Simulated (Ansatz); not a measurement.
Equilibrium lattice constant a (Å) of solids drawn from the class of elemental solids other than molecular ones, at two levels: PBE (PAW; Ansatz, a first-principles code), and PBE-D3(BJ) (Ansatz, plane waves, PAW).

```json
[
 {"solid": "fcc Ca", "PBE": "5.526", "PBE-D3(BJ)": "5.435"},
 {"solid": "fcc Al", "PBE": "4.040", "PBE-D3(BJ)": "?"},
 {"solid": "diamond-structure Ge", "PBE": "5.761", "PBE-D3(BJ)": "5.699"},
 {"solid": "fcc Au", "PBE": "4.158", "PBE-D3(BJ)": "4.103"},
 {"solid": "fcc Sr", "PBE": "6.030", "PBE-D3(BJ)": "5.932"},
 {"solid": "fcc Rh", "PBE": "3.830", "PBE-D3(BJ)": "3.793"},
 {"solid": "fcc Pt", "PBE": "3.970", "PBE-D3(BJ)": "3.929"},
 {"solid": "fcc Pb", "PBE": "5.040", "PBE-D3(BJ)": "4.958"}
]
```

Problem. Estimate the withheld PBE-D3(BJ) value from the other rows.

Solution. One way: carry over the typical ratio. The ratios PBE-D3(BJ) / PBE of the other rows, in order: 0.9835, 0.9837, 0.9837, 0.9868, 0.9892, 0.9897, 0.9903; median 0.9868. fcc Al: 4.040 × 0.9868 = 3.987 Å; the run gives 3.981 Å. The ratios spread from 0.9835 to 0.9903, so such an estimate is rough.

Of 8 rows, PBE-D3(BJ) is the larger in 0 and the smaller in 8.

Ansatz's runs of these crystals have no spin polarisation.

Spin–orbit coupling is left out, also for the solids with elements from indium on (fcc Au, fcc Pt, fcc Pb); its size isn't shown.

Caveats: the gap of the solid is closed in this run (diamond-structure Ge). Ansatz's density-functional and Hartree–Fock values are scalar-relativistic unless marked +SOC, with PAW data made under PBE.
